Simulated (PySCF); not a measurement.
Ligands exchanged one at a time, Al F-Cl. Gas-phase values, no solvent. Strings in code marks are SMILES.

These are PBE-D3(BJ)/def2-TZVP // ωB97X-D3(BJ)/def2-TZVP (PySCF 2.14.0) values and carry that method's errors. Excitations are Tamm–Dancoff values on a coarser integration grid. The basis has no diffuse functions, so Rydberg states are missing or too high.

```
species                                         LUMO (eV)  T1 excitation (TDA) (eV)
----------------------------------------------  ---------  ------------------------
0 of 3 F replaced by Cl (`[F][Al]([F])[F]`)           [?]                      7.07
1 of 3 F replaced by Cl                             -2.29                      6.05
2 of 3 F replaced by Cl (`[F][Al]([Cl])[Cl]`)         [?]                      5.88
3 of 3 F replaced by Cl (`[Cl][Al]([Cl])[Cl]`)      -2.09                      5.74
```

Task: Some entries are withheld; supply them.

Result: 
- 0 of 3 F replaced by Cl (`[F][Al]([F])[F]`), LUMO (eV): -2.43
- 2 of 3 F replaced by Cl (`[F][Al]([Cl])[Cl]`), LUMO (eV): -2.18
